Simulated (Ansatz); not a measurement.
**Γ–Γ gap of rock-salt CaO: levels of theory against measurement**

Reference value: 7.09 eV (measured, low temperature, zero-point motion not removed, Γ–Γ (the indirect gap is unmeasured; as tabulated in Chen et al. (2018), doi:10.1103/physrevmaterials.2.073803).

| level (code) | value (eV) | cell (Å³/atom) |
|---|---|---|
| LDA (Ansatz) | 4.54 | 13.92 |
| PBE (Ansatz) | 4.71 | 13.92 |
| PBE-D3(BJ) (Ansatz) | 4.85 | 13.68 |
| r²SCAN (Ansatz) | (withheld) | 13.92 |
| r²SCANh (Ansatz) | 6.32 | 13.73 |
| Hartree–Fock (Ansatz) | 14.60 | 13.92 |
| G0W0@HSE06 (Ansatz) | (withheld) | 13.92 |

Task: Fill in the missing entries.

Result: 
- r²SCAN (Ansatz, an electronic-structure program), value (eV): 5.41
- G0W0@HSE06 (Ansatz), value (eV): 7.41

Differences against the reference: LDA -2.55 eV, PBE -2.38 eV, PBE-D3(BJ) -2.24 eV, r²SCAN -1.68 eV, r²SCANh -0.77 eV, Hartree–Fock +7.51 eV, G0W0@HSE06 +0.32 eV.

Once the reference is moved by up to 0.50 eV (a margin picked here for doubts on the reference and the settings, and for temperature and zero-point motion) and values within 0.03 eV count as equal, the nearest can be G0W0@HSE06 (+0.32 eV) or r²SCANh (-0.77 eV). Farthest off among them: Hartree–Fock (+7.51 eV).

Density-functional gaps are differences of (generalised) Kohn–Sham levels of a static lattice; semilocal ones lie below quasiparticle gaps as a rule. Measured gaps hold zero-point and thermal shifts unless a correction is named.  G0W0@HSE06: GW on a hybrid start was not checked against another program. Values are at the measured cell; PBE-D3(BJ) at the level's own relaxed cell; r²SCANh at the level's own relaxed cell. Cutoffs and k meshes differ between the levels. Ansatz's density-functional and Hartree–Fock values are scalar-relativistic unless marked +SOC, with PAW data made under PBE.

Differences are worked out from the printed values.
